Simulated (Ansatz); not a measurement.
A nudged elastic band was laid between two geometries of CH6Si + H2O (11 atoms, charge 0, multiplicity 1).

The calculation used RHF/def2-SVP (Ansatz 0.2.0).

| Item | Value |
| --- | --- |
| movable images | 7 |
| climbing image | yes |
| spring | 5.0 eV/Å² |
| optimiser | quadratic models (default) |
| start path | through a guess of the saddle point |
| force threshold | 0.05 eV/Å |
| iteration limit | 60 |
| end points | relaxed |

First end point:

```xyz
11
Properties=species:S:1:pos:R:3
Si 0.340 -0.266 0.198
C 0.497 -0.059 2.061
H 0.778 -1.003 2.535
H 1.260 0.682 2.308
H -0.456 0.270 2.476
H 1.632 -0.702 -0.393
H -0.045 1.009 -0.459
H -0.676 -1.293 -0.151
O -2.845 0.653 1.160
H -2.870 1.234 0.414
H -3.180 -0.173 0.845
```

Last end point:

```xyz
11
Properties=species:S:1:pos:R:3
Si -0.602 0.136 -1.314
C -0.033 -0.175 3.459
H -0.771 0.021 4.238
H 0.169 -1.246 3.414
H 0.889 0.357 3.694
H 0.719 0.789 -1.305
H -1.275 0.379 -2.612
H -0.442 -1.329 -1.153
O -1.467 0.781 -0.063
H -2.336 0.472 0.135
H -0.416 0.167 2.498
```

**Question.** Which bonds break or form, and what moves?

**Answer.** Bonds broken: Si1–C2, O9–H11. Bonds formed: Si1–O9, C2–H11. CH6Si + H2O becomes CH4 + H4OSi.

**Question.** What energy profile does the band end with?

**Answer.** The forces met the threshold. The highest image is number 4 of 0 to 8, 2.93 eV above the first end and 3.85 eV above the last; the last end lies 0.92 eV below the first. The profile has 2 maxima (images 1, 4) with wells between them (image 2): this band takes more than one step, which may be the mechanism or a detour left from its start path. Neighbouring images differ by up to 3.8 eV, so the band resolves the path poorly. A vibrational analysis at the climbing image gives one clearly imaginary mode, 1364i cm⁻¹: a first-order saddle point. The orbitals stay closed-shell, which can raise the energy where a bond breaks towards radicals; this wasn't checked here.

| image | path coordinate (Å) | energy (eV) | Si1–C2 (Å) | O9–H11 (Å) | Si1–O9 (Å) |
| --- | --- | --- | --- | --- | --- |
| 0 | 0.00 | 0.00 | 1.88 | 0.95 | 3.45 |
| 1 | 2.20 | 0.07 | 1.89 | 0.95 | 3.41 |
| 2 | 4.39 | 0.00 | 1.88 | 0.95 | 3.47 |
| 3 | 6.59 | 0.19 | 1.90 | 0.94 | 3.31 |
| 4 | 8.78 | 2.93 | 2.34 | 1.07 | 1.84 |
| 5 | 10.75 | -0.86 | 3.62 | 2.47 | 1.65 |
| 6 | 12.73 | -0.92 | 4.61 | 2.84 | 1.65 |
| 7 | 14.70 | -0.92 | 4.91 | 2.83 | 1.65 |
| 8 | 16.67 | -0.92 | 4.82 | 2.84 | 1.65 |

**Question.** What is the geometry of the highest image?

**Answer.** 
```xyz
11
Properties=species:S:1:pos:R:3
Si -0.308 0.071 -0.085
C -0.005 0.256 2.233
H -0.593 0.756 3.015
H 0.392 -0.672 2.660
H 0.845 0.917 2.049
H 0.809 -0.888 0.032
H 0.018 1.496 -0.241
H -0.863 -0.305 -1.432
O -1.963 -0.208 0.680
H -2.509 -0.965 0.499
H -1.388 -0.105 1.582
```

The run took 3.9 min on 1 thread of Intel(R) Xeon(R) 6975P-C (Granite Rapids) (shared host), peak memory 0.16 GiB.
